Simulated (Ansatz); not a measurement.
## Ansatz (development build ahead of 0.2.0) run

```yaml
crystal:
  periodic: [false, false, false]
  atoms:
    - { symbol: C, position_ang: [0.00298, -0.00549, -0.62637] }
    - { symbol: O, position_ang: [-0.00228, 0.00842, 0.47074] }
basis:
  gaussian: { orbitals: STO-3G }
total_charge: 1
magnetization:
  spin_polarized: true
  initial_magnetization: 1
hamiltonian:
  xc: hf
correlation:
  method: mp2
  frozen_orbitals: { C: 1, O: 1 }
```

The input is written out in the form of the current development build from the run's settings.

The run gave:

```
Converged                       : yes
Reference energy                : -110.80802 hartree
Correlation energy              : -0.10756 hartree
Total energy                    : -110.91558 hartree
Spin squared of the determinant : 1.040
```

Caution: the unrestricted determinant is spin contaminated.
